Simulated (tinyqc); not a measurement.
Inside a calculation. Method: geometry optimisation on the RHF/sto-3g surface (energies and gradients from PySCF), for BH, spin multiplicity 1. Computed by tinyqc, a small Python program that keeps every step (integrals from PySCF). Settings: charge = 0, multiplicity = 1, basis = sto-3g, optimiser = bfgs, first Hessian = 1.0, largest step = 0.3, iteration cap = 30. Command: `OMP_NUM_THREADS=1 python tinyqc.py 26284 26285 out.jsonl` (the two numbers bound the seeds that draw the settings). One thread of a shared host (Intel(R) Xeon(R) Processor @ 2.60GHz), about 0.2 s of CPU time with the checks.

## Step 1: energy and gradient

positions at the start (bohr):
```
,x,y,z
1B,0.0000,0.0000,0.0000
2H,0.0000,0.0000,2.3981
```

Self-consistent energy and analytic gradient at these positions.

energy = -24.751396 hartree

gradient (hartree/bohr):
```
,x,y,z
1B,0.000000,0.000000,-0.028739
2H,0.000000,0.000000,0.028739
```

## Step 1: move

Quasi-Newton step p = -H^(-1) g (first H = 1 times the unit matrix); steps longer than 0.3 bohr are cut back.

positions after step 1 (bohr):
```
,x,y,z
1B,0.0000,0.0000,0.0287
2H,0.0000,0.0000,2.3693
```

## Step 2: energy and gradient

As before.

energy = -24.752635 hartree

gradient (hartree/bohr):
```
,x,y,z
1B,0.000000,0.000000,-0.014051
2H,0.000000,0.000000,0.014051
```

## Step 2: move

inverse Hessian in use (bohr^2/hartree):
```
,1,2,3,4,5,6
1,1.0000,0.0000,0.0000,0.0000,0.0000,0.0000
2,0.0000,1.0000,0.0000,0.0000,0.0000,0.0000
3,0.0000,0.0000,1.4783,0.0000,0.0000,-0.4783
4,0.0000,0.0000,0.0000,1.0000,0.0000,0.0000
5,0.0000,0.0000,0.0000,0.0000,1.0000,0.0000
6,0.0000,0.0000,-0.4783,0.0000,0.0000,1.4783
```

Quasi-Newton step p = -H^(-1) g (the inverse Hessian comes from BFGS updates; coordinates in the order x, y, z of each atom); steps longer than 0.3 bohr are cut back.

positions after step 2 (bohr):
```
,x,y,z
1B,0.0000,0.0000,0.0562
2H,0.0000,0.0000,2.3418
```

## Step 3: energy and gradient

As before.

energy = -24.752981 hartree

gradient (hartree/bohr):
```
,x,y,z
1B,0.000000,0.000000,0.001771
2H,0.000000,0.000000,-0.001771
```

## Step 3: move

inverse Hessian in use (bohr^2/hartree):
```
,1,2,3,4,5,6
1,1.0000,0.0000,0.0000,0.0000,0.0000,0.0000
2,0.0000,1.0000,0.0000,0.0000,0.0000,0.0000
3,0.0000,0.0000,1.3688,0.0000,0.0000,-0.3688
4,0.0000,0.0000,0.0000,1.0000,0.0000,0.0000
5,0.0000,0.0000,0.0000,0.0000,1.0000,0.0000
6,0.0000,0.0000,-0.3688,0.0000,0.0000,1.3688
```

As before.

positions after step 3 (bohr):
```
,x,y,z
1B,0.0000,0.0000,0.0532
2H,0.0000,0.0000,2.3449
```

## Convergence

Stop when the largest gradient component is below 3e-5 hartree/bohr. The inverse Hessian follows the BFGS update with s = step, y = change of gradient.

Course of the optimisation:
```
step,E (hartree),largest gradient (hartree/bohr)
1,-24.751396,2.87e-02
2,-24.752635,1.41e-02
3,-24.752981,1.77e-03
4,-24.752986,9.29e-05
5,-24.752986,5.75e-07
```

Final distances (angstrom):
```
pair,distance
2H-1B,1.2126
```

Converged in 5 steps.
